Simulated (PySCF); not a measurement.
Compound: CH₃O (doublet state).
Bonds: C1–O2. Hydrogens: H3, H4, H5 on C1.

A GFN2-xTB structure was refined with PySCF 2.14.0, PBE0-D3(BJ)/def2-SVP geometry optimisation, gas phase. Its GFN2-xTB values:

| coordinate | GFN2-xTB |
| --- | --- |
| C1–O2 | 1.311 Å |
| C1–H3 | 1.116 Å |
| O2–C1–H3 | 110.4° |
| O2–C1–H4 | 115.1° |
| H3–C1–H4 | 109.6° |
| H3–C1–H5 | 100.4° |

**Question.** How do these coordinates change at the PBE0-D3(BJ)/def2-SVP level?

**Answer.** 
```
coordinate  PBE0-D3(BJ)/def2-SVP (Å or °)  change
     C1–O2                          1.349  +0.038
     C1–H3                          1.114  -0.002
  H3–C1–H5                          103.0    +2.6
  O2–C1–H3                          109.3    -1.1
  O2–C1–H4                          115.7    +0.6
  H3–C1–H4                          109.2    -0.4
```

The energy falls by 0.71 kcal/mol over 5 energy and gradient evaluations, the largest force component goes from 0.0287 to 8.8e-05 Eh/bohr, and the atoms move by 0.020 Å rms after alignment. The bond that changes most is C1–O2 (ends: carbon bonded to O and 3 H; oxygen bonded to C), which lengthens by 0.038 Å. Bonds longer at the end by more than 0.005 Å: 2 of 4; shorter: 0. Rotational constants go from 157612, 29741, 29324 to 156506, 28382, 28121 MHz.

The run used 43 basis functions and 33 SCF cycles in all.

No PBE0-D3(BJ)/def2-SVP frequencies stand behind this structure, so it isn't proved a minimum. ⟨S²⟩ = 0.753 (exact for a doublet: 0.75).
